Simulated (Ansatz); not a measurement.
Results of PBE0 (Ansatz, a quantum-chemistry and plane-wave program, plane waves, PAW) for rutile MnF2.

Run with plane-wave cutoff 500 eV, 6×6×8 k mesh (along the axes of the cell as run), Fermi–Dirac smearing 0.05 eV, ferromagnetic start, spin-polarised with parallel moments, scalar-relativistic PAW data made under PBE.

Cell (relaxed with r²SCAN):

```yaml
crystal:
  lattice:
    - [4.87147, 0.00000, 0.00000]
    - [0.00000, 4.87147, 0.00000]
    - [0.00000, 0.00000, 3.30973]
  atoms:
    - { symbol: Mn, position: [0.00000, 0.00000, 0.00000] }
    - { symbol: Mn, position: [0.50000, 0.50000, 0.50000] }
    - { symbol: F, position: [0.30496, 0.30496, 0.00000] }
    - { symbol: F, position: [0.69504, 0.69504, 0.00000] }
    - { symbol: F, position: [0.19504, 0.80496, 0.50000] }
    - { symbol: F, position: [0.80496, 0.19504, 0.50000] }
```

**Question.** Give the computed magnetic moment (largest site, within a sphere) and band gap.

**Answer.** 
* **magnetic moment (largest site, within a sphere)**: 4.27 μB
* **band gap**: 4.41 eV (on the SCF k mesh)

Measured, for comparison: band gap 9.9 eV (temperature not stated, not corrected to a static lattice, the source doubts the polymorph; as tabulated in Das and Bazhirov (2019), arXiv:1808.05325). Computed (rounded) less measured: band gap not scored (a reference that its source doubts or gives as a wide range).

Note: exact exchange on metals is sensitive to the k mesh and can open a false gap; cell and atoms aren't relaxed at this level (pressure 1.5 GPa).

Moments are spin moments.

Computing time: roughly 20 core-minutes.
